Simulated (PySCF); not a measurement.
Basis-set dependence of excited states

Species: fluoromethylsilane, CH5FSi.
InChI=1S/CH5FSi/c1-3-2/h3H2,1H3

TDDFT with PBE0 (PySCF), vertical singlets, core orbitals frozen in the response, spherical d and f functions. Isolated species at its PBE0-D3(BJ)/def2-SVP geometry, gas phase.

```tsv
basis	functions	diffuse	S1 (eV)	S2 (eV)	S3 (eV)	S4 (eV)	S5 (eV)	LUMO (eV)	α (au)
6-31G*	56	no	8.23	8.29	9.64	9.80	10.32	0.78	30.9
def2-SVP	71	no	8.38	8.38	9.45	9.56	10.00	0.82	33.1
def2-SVPD	107	yes	7.96	7.96	8.66	8.68	9.35	0.21	40.0
def2-TZVP	129	no	7.93	7.96	8.94	8.99	9.70	0.28	37.7
```

Problem. Compare the sets with the largest diffuse one.

Solution. States are compared by their number. Against the only diffuse basis here (def2-SVPD, itself not a converged limit), sets without diffuse functions differ by up to 0.42 eV in S1 and 0.96 eV in S5. State by state, the largest deviation of a set without diffuse functions is S1 0.42, S2 0.42, S3 0.98, S4 1.13, S5 0.96 eV. The same number needn't mean the same state in each row. Against def2-SVPD the polarisability deviates by -23% in 6-31G*, -17% in def2-SVP, -6% in def2-TZVP.
